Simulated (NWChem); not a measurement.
# One shape, several levels: C2H3FO (acetyl fluoride)

Wanted: a comparison of 3 runs (SVWN5/aug-cc-pVDZ, MP2/aug-cc-pVDZ, CCSD(T)/aug-cc-pVDZ) of C2H3FO (acetyl fluoride). 

The results are computed with NWChem 7.3.0.

### 1 The system as given

C2H3FO: 7 atoms, total charge 0, spin state singlet. As SMILES, `CC(=O)F`. The C1–H6 distance was set to 1.419 Å, away from the relaxed value.

Bond lengths: C1–C2 1.488 Å, C2–O3 1.179 Å, C2–F4 1.351 Å, C1–H5 1.087 Å, C1–H7 1.092 Å. Angles: C1–C2–O3 129.2°, C1–C2–F4 110.5°, O3–C2–F4 120.2°, C2–C1–H5 109.9°, C2–C1–H7 109.4°, H5–C1–H7 110.4°. A long bond or contact: C1–H6 1.419 Å.

### 2 The energy at SVWN5/aug-cc-pVDZ (run 1)

File run.py:

```python
from ase import Atoms
from ase.calculators.nwchem import NWChem

mol = Atoms(['C', 'C', 'O', 'F', 'H', 'H', 'H'], positions=[
    [0.276708, 0.254507, 0.523683],
    [-0.903492, 0.205107, -0.380537],
    [-2.044012, 0.073767, -0.111727],
    [-0.519292, 0.337087, -1.669357],
    [-0.043282, 0.147557, 1.556703],
    [1.180650, -0.783140, 0.176830],
    [0.801108, 1.201867, 0.384653],
])

calc = NWChem(
    label='c2h3fo',
    theory='dft',
    memory='2200 mb',
    basis='aug-cc-pVDZ',
    basispar='spherical bse',
    dft={'xc': 'slater vwn_5', 'mult': '1', 'grid': 'fine', 'convergence': 'energy 1e-08', 'iterations': '100', 'mulliken': None},
    task='energy',
)
mol.calc = calc

print(f"energy = {mol.get_potential_energy():.6f} eV")
print("dipole (e A):", mol.get_dipole_moment().round(4))
```

Started as:

```console
export ASE_NWCHEM_COMMAND="nwchem PREFIX.nwi > PREFIX.nwo"
python run.py
```

Standard output:

```text
energy = -6835.667324 eV
dipole (e A): [0.542  0.0361 0.2779]
```

The calculator wrote c2h3fo.nwi:

```
title "c2h3fo"

permanent_dir c2h3fo

scratch_dir c2h3fo

start c2h3fo

geometry units angstrom nocenter noautosym noautoz
  C  2.7670800000000001e-01 2.5450699999999998e-01 5.2368300000000001e-01
  C  -9.0349199999999996e-01 2.0510700000000001e-01 -3.8053700000000001e-01
  O  -2.0440119999999999e+00 7.3766999999999999e-02 -1.1172700000000001e-01
  F  -5.1929199999999998e-01 3.3708700000000003e-01 -1.6693570000000000e+00
  H  -4.3282000000000001e-02 1.4755699999999999e-01 1.5567029999999999e+00
  H  1.1806500000000000e+00 -7.8313999999999995e-01 1.7682999999999999e-01
  H  8.0110800000000004e-01 1.2018670000000000e+00 3.8465300000000002e-01
end

memory 2200 mb

basis spherical bse noprint
   * library aug-cc-pVDZ
end

dft
  xc slater vwn_5
  mult 1
  grid fine
  convergence energy 1e-08
  iterations 100
  mulliken
end

task dft energy
```

c2h3fo.nwo:

```text
Northwest Computational Chemistry Package (NWChem) 7.3.0
             --------------------------------------------------------

           Job information
           ---------------

    nwchem branch   = 7.3.0
    use scalapack   = T
    input           = c2h3fo.nwi
    prefix          = c2h3fo.
    data base       = c2h3fo/c2h3fo.db
    status          = startup
    nproc           =        1

           Memory information
           ------------------

[... 5 lines left out ...]
    hardfail = no
[... 122 lines left out ...]
          Convergence on energy requested:  1.00D-08
[... 23 lines left out ...]
          Convergence Information
[... 30 lines left out ...]
 1-e energy   =    -578.707200
[... 46 lines left out ...]
      One electron energy =     -580.691348257619
[... 8 lines left out ...]
                       DFT Final Molecular Orbital Analysis
[... 874 lines left out ...]
     Multipole analysis of the density
     ---------------------------------

     L   x y z        total         alpha         beta         nuclear
     -   - - -        -----         -----         ----         -------
     0   0 0 0     -0.000000    -16.000000    -16.000000     32.000000

     1   1 0 0      1.024227     22.100298     22.100298    -43.176369
[... 8 lines of this table left out ...]
     2   0 0 2    -18.412611    -63.303472    -63.303472    108.194333

 Task  times  cpu:       35.0s     wall:       35.0s
 Total times  cpu:       35.1s     wall:       35.1s
```

It took 36 s on 1 thread of Intel Xeon at 2.60GHz (Ice Lake), shared host; peak memory 0.11 GiB.

### 3 The energy at MP2/aug-cc-pVDZ (run 2)

File c2h3fo.nw:

```
start c2h3fo
title "C2H3FO"
memory 2200 mb

geometry units au noautosym nocenter noautoz
   C    0.52290234   0.48094853   0.98961745
   C   -1.70735244   0.38759606  -0.71911071
   O   -3.86262288   0.13939943  -0.21113343
   F   -0.98131966   0.63700211  -3.15462753
   H   -0.08179113   0.27884232   2.94174233
   H    2.23110515  -1.47992012   0.33416027
   H    1.51387472   2.27119947   0.72688882
end

basis spherical bse
   C library aug-cc-pVDZ
   O library aug-cc-pVDZ
   F library aug-cc-pVDZ
   H library aug-cc-pVDZ
end

scf
   thresh 1e-08
   maxiter 80
   noprint "final vectors analysis"
end

mp2
   freeze core 4
   tight
end

task mp2 energy
```

Started as:

```console
nwchem c2h3fo.nw > c2h3fo.out
```

Standard output:

```text
[...]
  functions       =   119
[...]
  wavefunction    = RHF
[...]
         Total SCF energy =   -251.791566447732
      One-electron energy =   -580.522441496129
      Two-electron energy =    210.617134271933
 Nuclear repulsion energy =    118.113740776465
        Time for solution =     56.4s
[...]
          Total MP2 energy          -252.470417842413
[...]
```

Wall time 65 s (1 thread of Intel Xeon at 2.60GHz (Ice Lake), shared host); peak memory 0.42 GiB.

### 4 The energy at CCSD(T)/aug-cc-pVDZ (run 3)

File struct.nw:

```
start struct
title "C2H3FO"
memory total 2200 mb
charge 0

geometry noautosym nocenter noautoz
   C        0.276708       0.254507       0.523683
   C       -0.903492       0.205107      -0.380537
   O       -2.044012       0.073767      -0.111727
   F       -0.519292       0.337087      -1.669357
   H       -0.043282       0.147557       1.556703
   H        1.180650      -0.783140       0.176830
   H        0.801108       1.201867       0.384653
end

basis spherical bse
   C library aug-cc-pVDZ
   O library aug-cc-pVDZ
   F library aug-cc-pVDZ
   H library aug-cc-pVDZ
end

scf
   thresh 1e-08
   maxiter 80
   print medium
end

ccsd
   freeze core 4
   maxiter 60
end

task ccsd(t) energy
```

Started as:

```console
nwchem struct.nw > struct.out
```

Standard output:

```text
[...]
  functions       =   119
[...]
  wavefunction    = RHF
[...]
         Total SCF energy =   -251.791566475382
      One-electron energy =   -580.522458291579
      Two-electron energy =    210.617142488444
 Nuclear repulsion energy =    118.113749327753
        Time for solution =     55.9s
[...]
 Total MP2 energy:           -252.470417846165105
[...]
             energy      energy      error      ampl     ampl      Block
                                                time     time      time
[...]
 Total CCSD energy:           -252.492677622825994
[...]
 Total CCSD+T(CCSD) energy:           -252.518949789216720
[...]
 Total CCSD(T) energy:                -252.516774220184374
[...]
```

It took 8.2 min on 1 thread of Intel Xeon at 2.60GHz (Ice Lake), shared host; peak memory 0.5 GiB.

### 5 Overview of the runs

```
run                level  integration grid  iteration cap  energy (Eh)  HOMO energy (eV)  LUMO energy (eV)  HOMO–LUMO gap (eV)  wall time
  1    SVWN5/aug-cc-pVDZ              fine            100  -251.206143             -7.51             -2.30                5.21       36 s
  2      MP2/aug-cc-pVDZ                 –             80  -252.470418                 –                 –                   –       65 s
  3  CCSD(T)/aug-cc-pVDZ                 –             80  -252.516774            -13.24              0.79               14.03    8.2 min
```

### 6 Results

```
                                          quantity          value
                               run 3: total energy  -252.51677 Eh
        run 3: HOMO energy (Hartree–Fock orbitals)      -13.24 eV
        run 3: LUMO energy (Hartree–Fock orbitals)        0.79 eV
      run 3: HOMO–LUMO gap (Hartree–Fock orbitals)       14.03 eV
run 3: correlation energy (4 core orbitals frozen)     -725.2 mEh
                             run 3: (T) correction     -24.10 mEh
```

All runs together took 9.9 min, the longest 8.2 min.
